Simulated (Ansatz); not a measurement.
Basis-set extrapolation for `CN(C#N)CF` (PBE0-D4/def2-TZVP geometry, frozen core, Ansatz 0.2.0). Multiplicity 1, RHF reference.

```
                      def2-TZVPP   def2-QZVPP
                 HF  -324.955956  -324.970007
    MP2 correlation    -1.130077    -1.212706
CCSD(T) correlation    -1.202217      not run
```

Energies in hartree. Use E(X) = E(∞) + A·exp(−7.88·√X) for Hartree–Fock and E(X) = E(∞) + B·X^(−2.97) for correlation, with X = 3 and 4, and add CCSD(T) minus MP2 of the smaller set to the MP2 limit.

What is the CCSD(T) energy at the basis-set limit?

HF limit: -324.970007 + (-0.014051) × 0.13774 = -324.97194. MP2 limit: -1.212706 + (-0.082629) × 0.74074 = -1.27391. Higher-order term: -1.202217 − (-1.130077) = -0.07214. Total: -326.31799 hartree, 100.3 kcal/mol below CCSD(T)/def2-TZVPP.
